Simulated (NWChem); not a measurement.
Everything below was run with NWChem. System: disilane (H₆Si₂), charge 0, spin multiplicity 1, at a geometry optimised with PBE/def2-SVP. Level: CIS/aug-cc-pVDZ.

Input file:

```
start mol
memory heap 200 mb stack 900 mb global 1100 mb
geometry units angstroms nocenter noautoz
  Si     1.175921     0.052081     0.000000
  Si    -1.175921    -0.052081     0.000000
  H      1.666292     0.780602     1.222961
  H      1.666292     0.780602    -1.222961
  H      1.760097    -1.335554     0.000000
  H     -1.666292    -0.780602     1.222961
  H     -1.666292    -0.780602    -1.222961
  H     -1.760097     1.335554     0.000000
  symmetry group C2h
end
basis spherical
  * library aug-cc-pvdz
end
dft
  xc hfexch
  semidirect memsize 60000000 filesize 0
  iterations 100
end
tddft
  cis
  nroots 8
  notriplet
  thresh 1e-4
end
task tddft energy
```

Output (cleaned and shortened):

```
             Northwest Computational Chemistry Package (NWChem) 7.3.0
             --------------------------------------------------------

                                NWChem Input Module
                                -------------------

 Scaling coordinates for geometry "geometry" by  1.889725989
 (inverse scale =  0.529177249)

 Turning off AUTOSYM since
 SYMMETRY directive was detected!

                             Geometry "geometry" -> ""
                             -------------------------

 Output coordinates in angstroms (scale by  1.889725989 to convert to a.u.)

  No.       Tag          Charge          X              Y              Z
 ---- ---------------- ---------- -------------- -------------- --------------
    1 Si                  14.0000     1.17592100     0.05208100     0.00000000
    2 Si                  14.0000    -1.17592100    -0.05208100     0.00000000
    3 H                    1.0000     1.66629200     0.78060200     1.22296100
    4 H                    1.0000     1.66629200     0.78060200    -1.22296100
    5 H                    1.0000     1.76009700    -1.33555400     0.00000000
    6 H                    1.0000    -1.66629200    -0.78060200     1.22296100
    7 H                    1.0000    -1.66629200    -0.78060200    -1.22296100
    8 H                    1.0000    -1.76009700     1.33555400     0.00000000

 Effective nuclear repulsion energy (a.u.)      89.9741794733

            Nuclear Dipole moment (a.u.)
            ----------------------------
        X                 Y               Z
 ---------------- ---------------- ----------------
     0.0000000000     0.0000000000     0.0000000000

      Symmetry information
      --------------------

 Group name             C2h
 Group number             21
 Group order               4
 No. of unique centers     3

      Symmetry unique atoms

     1    3    5


 Summary of "ao basis" -> "" (spherical)
 ------------------------------------------------------------------------------
       Tag                 Description            Shells   Functions and Types
 ---------------- ------------------------------  ------  ---------------------
[...]
     Dipole Oscillator Strength                    0.0000000000
     Electric Quadrupole                           0.0000005611
     Magnetic Dipole                               0.0000007909
     Total Oscillator Strength                     0.0000013520

          sigma_e =   3.2822 Angstrom
          sigma_h =   1.7180 Angstrom
         |d_h->e| =   0.0000 Angstrom
            d_exc =   3.6278 Angstrom
            d_CD1 =   1.5643 Angstrom
            d_CD2 =  -2.5001 Angstrom
            d_CD3 =   3.6278 Angstrom
     Pearson C.C. =   0.0500

     Occ.   17  ag  ---  Virt.   23  ag      -0.78692
     Occ.   17  ag  ---  Virt.   25  ag      -0.29981
     Occ.   17  ag  ---  Virt.   35  ag       0.51625
     Occ.   17  ag  ---  Virt.   41  ag       0.06135
     Occ.   17  ag  ---  Virt.   57  ag      -0.05278
  ----------------------------------------------------------------------------
  Root   7 singlet au             0.336831845 a.u.                9.1657 eV
  ----------------------------------------------------------------------------
     Transition Moments    X  0.00000   Y -0.00000   Z  0.80109
     Transition Moments   XX -0.00000  XY  0.00000  XZ -0.00000
     Transition Moments   YY -0.00000  YZ -0.00000  ZZ  0.00000
     Dipole Oscillator Strength                    0.1441062187
     Electric Quadrupole                           0.0000000000
     Magnetic Dipole                               0.0000000000
     Total Oscillator Strength                     0.1441062187

          sigma_e =   4.1996 Angstrom
          sigma_h =   1.7961 Angstrom
         |d_h->e| =   0.0000 Angstrom
            d_exc =   4.3604 Angstrom
            d_CD1 =   2.4036 Angstrom
            d_CD2 =  -2.9979 Angstrom
            d_CD3 =   4.3604 Angstrom
     Pearson C.C. =   0.1226

     Occ.   14  au  ---  Virt.   18  ag       0.13740
     Occ.   16  bg  ---  Virt.   19  bu       0.20416
     Occ.   16  bg  ---  Virt.   30  bu      -0.13698
     Occ.   17  ag  ---  Virt.   20  au      -0.89147
     Occ.   17  ag  ---  Virt.   28  au      -0.26277
     Occ.   17  ag  ---  Virt.   32  au       0.12572
     Occ.   17  ag  ---  Virt.   46  au      -0.10839
  ----------------------------------------------------------------------------
  Root   8 singlet bu             0.336833189 a.u.                9.1657 eV
  ----------------------------------------------------------------------------
     Transition Moments    X  0.03556   Y -0.80022   Z -0.00000
     Transition Moments   XX -0.00000  XY  0.00000  XZ -0.00000
     Transition Moments   YY -0.00000  YZ -0.00000  ZZ  0.00000
     Dipole Oscillator Strength                    0.1440784166
     Electric Quadrupole                           0.0000000000
     Magnetic Dipole                               0.0000000000
     Total Oscillator Strength                     0.1440784166

          sigma_e =   4.1996 Angstrom
          sigma_h =   1.7961 Angstrom
         |d_h->e| =   0.0000 Angstrom
            d_exc =   4.3605 Angstrom
            d_CD1 =   2.4036 Angstrom
            d_CD2 =  -2.9978 Angstrom
            d_CD3 =   4.3605 Angstrom
     Pearson C.C. =   0.1226

     Occ.   13  bu  ---  Virt.   18  ag      -0.13735
     Occ.   15  ag  ---  Virt.   19  bu      -0.20412
     Occ.   15  ag  ---  Virt.   30  bu       0.13697
     Occ.   17  ag  ---  Virt.   21  bu       0.89148
     Occ.   17  ag  ---  Virt.   27  bu      -0.26277
     Occ.   17  ag  ---  Virt.   31  bu       0.12575
     Occ.   17  ag  ---  Virt.   45  bu       0.10838

              Target root =      1
          Target symmetry = none
      Ground state energy =   -581.340232500330
        Excitation energy =      0.297280083307
     Excited state energy =   -581.042952417023

  stored tddft:energy   -581.04295241702255

 Task  times  cpu:       75.1s     wall:       75.1s

 Total times  cpu:       75.1s     wall:       75.1s
```
